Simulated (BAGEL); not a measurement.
# C2HClFO− (SMILES [O-]/C=C(/F)Cl) at HF/3-21G (density fitting with qzvpp-jkfit)

What is the vertical singlet–triplet gap of C2HClFO− at HF/3-21G (density fitting with qzvpp-jkfit)? 

The calculation is run with BAGEL 1.2.2.

1 further run of the same task is left out (it didn't finish).

### 1 The molecule

C2HClFO−: 6 atoms, total charge -1, spin state singlet. As SMILES, `[O-]/C=C(/F)Cl`. Geometry: relaxed at GFN2-xTB.

Bond lengths: O1–C2 1.251 Å, C2–C3 1.352 Å, C3–F4 1.392 Å, C3–Cl5 1.741 Å, C2–H6 1.122 Å. Angles: O1–C2–C3 130.0°, C2–C3–F4 121.5°, C2–C3–Cl5 127.0°, F4–C3–Cl5 111.4°, O1–C2–H6 119.7°, C3–C2–H6 110.3°.

### 2 The energy at HF/3-21G (density fitting with qzvpp-jkfit)

The input, input.json:

```json
{ "bagel" : [

{
  "title" : "molecule",
  "basis" : "3-21g",
  "df_basis" : "qzvpp-jkfit",
  "angstrom" : true,
  "geometry" : [
    { "atom" : "O", "xyz" : [   -1.548270,    0.513920,    0.843300 ] },
    { "atom" : "C", "xyz" : [   -0.405270,    0.040130,    0.657680 ] },
    { "atom" : "C", "xyz" : [    0.332050,   -0.033240,   -0.473730 ] },
    { "atom" : "F", "xyz" : [    1.595450,   -0.617830,   -0.482930 ] },
    { "atom" : "Cl", "xyz" : [   -0.137690,    0.491220,   -2.066060 ] },
    { "atom" : "H", "xyz" : [    0.163720,   -0.394190,    1.521740 ] }
  ]
},
{
  "title" : "hf",
  "charge" : -1
},
{
  "title" : "print",
  "file" : "orbitals.molden",
  "orbitals" : true
}

]}
```

Run with:

```
$ BAGEL_NUM_THREADS=1 BAGEL input.json > input.out
```

Output:

```text
* using 1 threads per process

  ===============================================================
  ===============================================================

  *** Geometry ***

  { "atom" : "O", "xyz" : [     -2.925806,      0.971168,      1.593606 ] },
  { "atom" : "C", "xyz" : [     -0.765849,      0.075835,      1.242835 ] },
  { "atom" : "C", "xyz" : [      0.627484,     -0.062814,     -0.895220 ] },
  { "atom" : "F", "xyz" : [      3.014964,     -1.167529,     -0.912605 ] },
  { "atom" : "Cl", "xyz" : [     -0.260196,      0.928271,     -3.904288 ] },
  { "atom" : "H", "xyz" : [      0.309386,     -0.744911,      2.875672 ] },

  Number of auxiliary basis functions:      450

  Since a DF basis is specified, we compute 2- and 3-index integrals:
    o Being stored without compression. Storage requirement is 0.009 GB

  Number of basis functions:       51
  Number of electrons      :       47

    * METHOD: MOLECULE                             0.35

  *** RHF ***

  === Nuclear Repulsion ===
   202.9156613094

      * DIIS with orbital gradients will be used.

  === RHF iteration (3-21g) ===
      0       -706.25466477          0.02951531           0.08
      1       -706.34753309          0.02458600           0.07
      2       -706.46722760          0.00257489           0.07
      3       -706.47028902          0.00118488           0.06
      4       -706.47097146          0.00038600           0.06
      5       -706.47109608          0.00014184           0.06
      6       -706.47111118          0.00005429           0.05
      7       -706.47111346          0.00001641           0.07
      8       -706.47111364          0.00000485           0.06
      9       -706.47111365          0.00000190           0.07
     10       -706.47111366          0.00000056           0.07
     11       -706.47111366          0.00000023           0.07
     12       -706.47111366          0.00000008           0.07
     13       -706.47111366          0.00000004           0.07
     14       -706.47111366          0.00000002           0.07
     15       -706.47111366          0.00000001           0.07
    * SCF iteration converged.

    * Permanent dipole moment:
           (   -0.967427,     0.305509,     0.689474) a.u.

    * METHOD: HF                                   1.32

    * METHOD: PRINT                                0.01

  ===============================================================
```

It took 2.1 s on 1 thread of Intel Xeon at 2.50GHz (Skylake/Cascade Lake), shared host.

### 3 The triplet

The input, input.json:

```json
{ "bagel": [

{
  "title": "molecule",
  "basis": "3-21g",
  "df_basis": "qzvpp-jkfit",
  "angstrom": true,
  "geometry": [
    { "atom": "O", "xyz": [      -1.548270,       0.513920,       0.843300 ] },
    { "atom": "C", "xyz": [      -0.405270,       0.040130,       0.657680 ] },
    { "atom": "C", "xyz": [       0.332050,      -0.033240,      -0.473730 ] },
    { "atom": "F", "xyz": [       1.595450,      -0.617830,      -0.482930 ] },
    { "atom": "Cl", "xyz": [      -0.137690,       0.491220,      -2.066060 ] },
    { "atom": "H", "xyz": [       0.163720,      -0.394190,       1.521740 ] }
  ]
},

{ "title": "uhf", "charge": -1, "nopen": 2 },

{ "title": "print", "file": "orbitals.molden", "orbitals": true }

]}
```

Run with:

```
$ BAGEL_NUM_THREADS=1 BAGEL input.json > input.out
```

Output:

```text
* using 1 threads per process

  ===============================================================
  ===============================================================

  *** Geometry ***

  { "atom" : "O", "xyz" : [     -2.925806,      0.971168,      1.593606 ] },
  { "atom" : "C", "xyz" : [     -0.765849,      0.075835,      1.242835 ] },
  { "atom" : "C", "xyz" : [      0.627484,     -0.062814,     -0.895220 ] },
  { "atom" : "F", "xyz" : [      3.014964,     -1.167529,     -0.912605 ] },
  { "atom" : "Cl", "xyz" : [     -0.260196,      0.928271,     -3.904288 ] },
  { "atom" : "H", "xyz" : [      0.309386,     -0.744911,      2.875672 ] },

  Number of auxiliary basis functions:      450

  Since a DF basis is specified, we compute 2- and 3-index integrals:
    o Being stored without compression. Storage requirement is 0.009 GB

  Number of basis functions:       51
  Number of electrons      :       47

    * METHOD: MOLECULE                             0.38

  *** Open-shell HF ***

  === Nuclear Repulsion ===
   202.9156613094

      * DIIS with orbital gradients will be used.

  === UHF iteration (3-21g) ===
      0       -706.12244492          0.05370146           0.14
      1       -706.22798453          0.04272345           0.13
      2       -706.27551553          0.03165406           0.14
      3       -706.32668538          0.00260897           0.13
      4       -706.33142283          0.00200421           0.14
      5       -706.33524621          0.00157758           0.14
      6       -706.33945410          0.00080314           0.14
      7       -706.34051441          0.00026930           0.14
      8       -706.34058655          0.00014249           0.13
      9       -706.34060756          0.00008306           0.14
     10       -706.34061824          0.00006629           0.14
     11       -706.34062702          0.00005480           0.13
     12       -706.34063829          0.00004423           0.13
     13       -706.34064730          0.00002866           0.13
     14       -706.34065135          0.00001878           0.16
     15       -706.34065299          0.00001060           0.14
     16       -706.34065328          0.00000618           0.14
     17       -706.34065333          0.00000397           0.15
     18       -706.34065334          0.00000330           0.14
     19       -706.34065335          0.00000251           0.14
     20       -706.34065336          0.00000156           0.14
     21       -706.34065337          0.00000077           0.14
     22       -706.34065337          0.00000045           0.14
     23       -706.34065337          0.00000030           0.14
     24       -706.34065337          0.00000020           0.14
     25       -706.34065337          0.00000014           0.14
     26       -706.34065337          0.00000008           0.14
     27       -706.34065337          0.00000005           0.15
     28       -706.34065337          0.00000003           0.14
     29       -706.34065337          0.00000002           0.14
     30       -706.34065337          0.00000001           0.15
     31       -706.34065337          0.00000001           0.14
    * SCF iteration converged.

    * S^2 (UHF) is 2.1434

    * Permanent dipole moment:
           (   -0.485790,     0.457443,    -1.118504) a.u.

    * METHOD: UHF                                  4.73

    * METHOD: PRINT                                0.01

  ===============================================================
```

Run time: 5.7 s. Hardware: 1 thread of Intel Xeon at 2.50GHz (Skylake/Cascade Lake), shared host.

### 4 Outcome

Level: HF/3-21G (density fitting with qzvpp-jkfit).

```
                                                      quantity          value
                                         singlet: total energy  -706.47111 Eh
                                          singlet: HOMO energy       -2.09 eV
                                          singlet: LUMO energy       11.38 eV
singlet: HOMO–LUMO gap (to an unbound level, set by the basis)       13.47 eV
                                         triplet: total energy  -706.34065 Eh
                                                 triplet: ⟨S²⟩          2.143
              vertical energy of the triplet above the singlet       3.550 eV
```

What this shows: At this shape the triplet lies 3.55 eV (343 kJ/mol) above the singlet. For an anion a state so high probably lies above electron detachment. ⟨S²⟩ (triplet) is 2.14 where a pure triplet has 2.00: the reference is spin-contaminated.
